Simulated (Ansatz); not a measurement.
in.yaml

```yaml
crystal:
  periodic: [false, false, false]
  atoms:
    - {symbol: Zr, position_ang: [0.000000, 0.000000, 1.962100]}
    - {symbol: O, position_ang: [0.000000, 0.000000, -0.496900]}
    - {symbol: H, position_ang: [0.000000, 0.000000, -1.465200]}
basis:
  gaussian: {orbitals: def2-SVP}
total_charge: 1
magnetization: {spin_polarized: true, initial_magnetization: 0}
hamiltonian: {xc: {name: wB97M-V}}
output: {orbitals: {seedname: orbitals}}
```

```sh
$ ansatz run in.yaml --threads 1 --pin off --events-out ev --progress --plain --max-ram 2816MiB --backend cpu
```

(1) Roughly how long does this take on 1 thread of AMD EPYC 7R13, shared host, and how much host memory?

```
  # Of w^i u^j: cxij and so on, Table III.
  gx(w, u) = 1 - cx + cx01*u + cx10*w
  gss(w, u) = css00 + css04*u^4 + css10*w + css20*w^2 + css43*w^4*u^3
  gos(w, u) = cos00 + cos10*w + (cos20 + cos21*u)*w^2 + (cos60 + cos61*u)*w^6
      + integral(e_c_pw_mod_opposite_spin*gos(b97_w_opposite, b97_u_opposite)) + vv10(b, c)
508 factors; their error is unknown
130 factors; integrals over basis functions are off by at most 7.1e-5 eV
mean field evaluation 1: about -3302.3691 eV, gradient 7.0e1 eV
mean field evaluation 2: about -3002.8538 eV, gradient 1.5e2 eV
mean field evaluation 4: about -3325.8546 eV, gradient 7.6e0 eV
mean field evaluation 8: about -3327.1336 eV, gradient 1.2e0 eV
mean field evaluation 16: about -3327.2048 eV, gradient 2.9e-2 eV
mean field evaluation 32: about -3327.2050 eV, gradient 2.9e-5 eV
mean field evaluation 64: about -3327.2004 eV, gradient 4.0e-2 eV
mean field -3328.04385852 eV, -122.3033559716 hartree, gradient 8.5e-6 eV, S^2 0.993501; 7 other end points of the search recorded, 0 dependent functions left out
reference -3328.04391841 eV, -122.3033581724 hartree; 10, 10 occupied and 40, 40 virtual orbitals, 508 factors
Total energy: -3328.04391841 eV, -122.3033581724 hartree
```

Answers

(1) 27 s wall and 0.33 GiB.
